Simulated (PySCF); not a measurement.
Cartesian coordinates in Å; atom numbers follow the order of the lines, from 1:
```xyz
14

C     0.5515    1.2675    0.0344
C     1.1319    0.0909    0.7863
O     0.1216   -0.8356    1.1217
C    -0.5523   -1.2685   -0.0401
C    -1.1328   -0.0923   -0.7925
O    -0.1238    0.8355   -1.1266
H    -0.1425    1.8155    0.6897
H     1.3407    1.9496   -0.2891
H     1.8985   -0.3989    0.1670
H     1.5918    0.4160    1.7220
H    -1.3412   -1.9513    0.2825
H     0.1432   -1.8157   -0.6944
H    -1.5913   -0.4179   -1.7287
H    -1.9012    0.3961   -0.1741
```

Geometry: PBE0-D3(BJ)/def2-TZVP; GIAO shifts from PySCF, gas phase, non-relativistic, averaged over equivalent atoms.

At wB97X-D/pcSseg-2 (328 basis functions):
```
                       atoms  δ (ppm)
                 C1/C2/C4/C5     71.9
                       O3/O6     32.3
H7/H8/H9/H10/H11/H12/H13/H14     3.56
```

Chemical shifts δ = σref − σ; ¹³C (σref 186.29), ¹H (σref 31.63) against TMS; ¹⁷O (σref 328.24) vs H2O, all at this level.

Predict the values at B97-2/pcSseg-2 on the same geometry.

Results:


| atoms | δ at B97-2/pcSseg-2 | change |
| --- | --- | --- |
| C1/C2/C4/C5 | 71.7 | -0.2 |
| O3/O6 | 38.7 | +6.4 |
| H7/H8/H9/H10/H11/H12/H13/H14 | 3.59 | +0.03 |

References, each an isolated molecule treated in the same way: TMS for ¹³C (185.38 ppm) and ¹H (31.64 ppm); H2O for ¹⁷O (327.66 ppm).

The largest change is at O3/O6 (ether oxygen). Cost: 328 basis functions.

Experimental scales use liquid or dissolved standards, which lie at an offset from isolated H2O (liquid H2O: subtract about 36 ppm).
